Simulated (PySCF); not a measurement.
**BHCl₂: fields and orbitals**

Aim: take BHCl₂ and analyse its density (charges, bond critical points, surface potential), see where an electron leaves and enters and measure its response to a uniform field.

Program: PySCF 2.14.0. Level of theory: levels as typed in each script, gas phase, geometry from GFN2-xTB. These are calculated values, not measurements.

## (1) The system as given

SMILES `ClBCl`, 4 atoms, charge 0, spin multiplicity 1.

Bond lengths: Cl1–B2 1.701 Å, B2–Cl3 1.701 Å, B2–H4 1.173 Å. Angles: Cl1–B2–Cl3 120.2°, Cl1–B2–H4 119.9°, Cl3–B2–H4 119.9°.

Geometry (Å):

```xyz
4
BCl2H
Cl   -1.4746   -0.1566    0.0000
B    -0.0001    0.6919    0.0000
Cl    1.4746   -0.1566    0.0000
H    -0.0002    1.8651    0.0000
```

## (2) Density, bond paths and surface potential (B3LYP/def2-svpd)

input.py

```python
import numpy as np
from pyscf import gto, scf, dft
from pyscf.scf import atom_ks, atom_hf
from scipy.linalg import block_diag

def solve(mol, dm0=None, hcore=None):
    mf = (dft.UKS if mol.spin else dft.RKS)(mol, xc='b3lyp')
    mf.grids.level = 3
    mf = mf.density_fit(auxbasis='def2-universal-jkfit')
    mf.conv_tol, mf.max_cycle = 1e-8, 80
    if hcore is not None:
        mf.get_hcore = lambda *args: hcore
    mf.kernel(dm0)
    if not mf.converged:
        mf = mf.newton().run(mf.mo_coeff, mf.mo_occ, max_cycle=30)
    assert mf.converged, 'SCF not converged'
    return mf

mol = gto.M(atom='''
Cl    -1.47455    -0.15663     0.00000
B     -0.00007     0.69194     0.00000
Cl     1.47458    -0.15660     0.00000
H     -0.00020     1.86508     0.00000
''', basis='def2-svpd', charge=0, spin=0, verbose=4)
mf = solve(mol)
mf.analyze()
# spherically averaged free atoms, for the promolecule
atm = atom_ks.get_atm_nrks(mol, xc='b3lyp')
pro = block_diag(*[(atm[a[0]][2] * atm[a[0]][3]) @ atm[a[0]][2].T for a in mol._atom])
np.savez('result.npz', e=mf.e_tot, c=mf.mo_coeff, occ=mf.mo_occ, eps=mf.mo_energy, pro=pro, dip=mf.dip_moment(verbose=0), s2=mf.spin_square()[0])
```

Command:

```bash
> OMP_NUM_THREADS=1 python input.py
```

## (4) Removing and adding an electron (B3LYP/def2-svpd)

Edit input.py of step 2 so:

```diff
@@ -25,3 +25,12 @@
 mf = solve(mol)
-mf.analyze()
+out = dict(e0=mf.e_tot, dm0=mf.make_rdm1(), c=mf.mo_coeff, occ=mf.mo_occ, eps=mf.mo_energy)
+for name, dq, spin in [('cation', 1, 1)]:
+    ion = mol.copy().set(charge=mol.charge + dq, spin=spin).build()
+    mi = solve(ion)
+    if spin and dq > 0 and mol.nao < 130:
+        c, _, stable, _ = mi.stability(return_status=True)
+        if not stable:
+            mi = solve(ion, mi.make_rdm1(c, mi.mo_occ))
+    print(name, 'vertical energy change / eV', (mi.e_tot - mf.e_tot) * 27.211386)
+    out.update({'e_' + name: mi.e_tot, 'dm_' + name: mi.make_rdm1(), 's2_' + name: mi.spin_square()[0], 'eps_' + name: mi.mo_energy, 'occ_' + name: mi.mo_occ})
 # spherically averaged free atoms, for the promolecule
@@ -29,2 +38,2 @@
 pro = block_diag(*[(atm[a[0]][2] * atm[a[0]][3]) @ atm[a[0]][2].T for a in mol._atom])
-np.savez('result.npz', e=mf.e_tot, c=mf.mo_coeff, occ=mf.mo_occ, eps=mf.mo_energy, pro=pro, dip=mf.dip_moment(verbose=0), s2=mf.spin_square()[0])
+np.savez('result.npz', pro=pro, **out)
```

## (5) Response to an electric field (B3LYP/def2-svpd)

input.py

```python
import numpy as np
from pyscf import gto, scf, dft
from pyscf.scf import atom_ks, atom_hf
from scipy.linalg import block_diag

def solve(mol, dm0=None, hcore=None):
    mf = (dft.UKS if mol.spin else dft.RKS)(mol, xc='b3lyp')
    mf.grids.level = 3
    mf = mf.density_fit(auxbasis='def2-universal-jkfit')
    mf.conv_tol, mf.max_cycle = 1e-8, 80
    if hcore is not None:
        mf.get_hcore = lambda *args: hcore
    mf.kernel(dm0)
    if not mf.converged:
        mf = mf.newton().run(mf.mo_coeff, mf.mo_occ, max_cycle=30)
    assert mf.converged, 'SCF not converged'
    return mf

mol = gto.M(atom='''
Cl    -1.47455    -0.15663     0.00000
B     -0.00007     0.69194     0.00000
Cl     1.47458    -0.15660     0.00000
H     -0.00020     1.86508     0.00000
''', basis='def2-svpd', charge=0, spin=0, verbose=4)
field = np.array([0.004, 0.0, 0.0])  # atomic units
mol.set_common_orig(mol.atom_charges() @ mol.atom_coords() / mol.atom_charges().sum())
mf = solve(mol)
out = dict(dm0=mf.make_rdm1(), d0=mf.dip_moment(unit='AU'), e0=mf.e_tot)
for name, sign in (('p', 1), ('m', -1)):
    h = mf.get_hcore() + sign * np.einsum('x,xij->ij', field, mol.intor('int1e_r'))
    mi = solve(mol, mf.make_rdm1(), h)
    out.update({'dm' + name: mi.make_rdm1(), 'd' + name: mi.dip_moment(unit='AU'), 'e' + name: mi.e_tot})
# spherically averaged free atoms, for the promolecule
atm = atom_ks.get_atm_nrks(mol, xc='b3lyp')
pro = block_diag(*[(atm[a[0]][2] * atm[a[0]][3]) @ atm[a[0]][2].T for a in mol._atom])
np.savez('result.npz', pro=pro, **out)
```

(Steps that only read results are left out.)

**Question.** What will these runs give? Wanted: dipole moment; HOMO, LUMO; polarisability along the field.

As calculated:

```
                                        quantity            value
                 dipole moment (B3LYP/def2-svpd)           0.41 D
                    HOMO, LUMO (B3LYP/def2-svpd)  -9.07, -1.90 eV
polarisability along the field (B3LYP/def2-svpd)       54.4 bohr³
```

At B3LYP/def2-svpd: The highest Hirshfeld charge is on B2 (+0.14 e), the lowest on H4 (−0.05 e). The geometry was not optimised at these levels.
